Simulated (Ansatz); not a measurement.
Process, species as SMILES: C=[C]F → C=[C-]F (an electron is taken up)
B3LYP-D3(BJ)/def2-TZVP geometries, fixed; electronic energies without zero-point terms; positive where energy is released.

Basis-set convergence of the adiabatic electron affinity at PBE0 with Ansatz (a program for electronic structure). All functions are spherical. The program fits the integrals of some runs and decomposes those of others, by size. Open shells are unrestricted. No added dispersion term, no relativity. Functions are those of the species that has most. Reference: the value in aug-pcseg-3, 1.242 eV, itself unsure by roughly 0.009 eV (its mean distance from aug-cc-pVQZ, def2-QZVPPD). Deviations are taken from unrounded values.

```json
[
 {"basis": "3-21G", "functions": "31", "adiabatic electron affinity (eV)": "0.266", "minus reference (eV)": "-0.976"},
 {"basis": "cc-pVDZ", "functions": "52", "adiabatic electron affinity (eV)": "0.662", "minus reference (eV)": "-0.580"},
 {"basis": "def2-SVPD", "functions": "79", "adiabatic electron affinity (eV)": "1.182", "minus reference (eV)": "-0.060"},
 {"basis": "pcseg-2", "functions": "118", "adiabatic electron affinity (eV)": "1.163", "minus reference (eV)": "-0.079"},
 {"basis": "6-311++G(3df,3pd)", "functions": "153", "adiabatic electron affinity (eV)": "1.242", "minus reference (eV)": "0.000"},
 {"basis": "cc-pVQZ", "functions": "225", "adiabatic electron affinity (eV)": "1.082", "minus reference (eV)": "-0.160"},
 {"basis": "def2-QZVPP", "functions": "231", "adiabatic electron affinity (eV)": "1.172", "minus reference (eV)": "-0.070"},
 {"basis": "pcseg-3", "functions": "246", "adiabatic electron affinity (eV)": "1.227", "minus reference (eV)": "-0.015"},
 {"basis": "aug-pcseg-3", "functions": "353", "adiabatic electron affinity (eV)": "1.242", "minus reference (eV)": "0.000"}
]
```
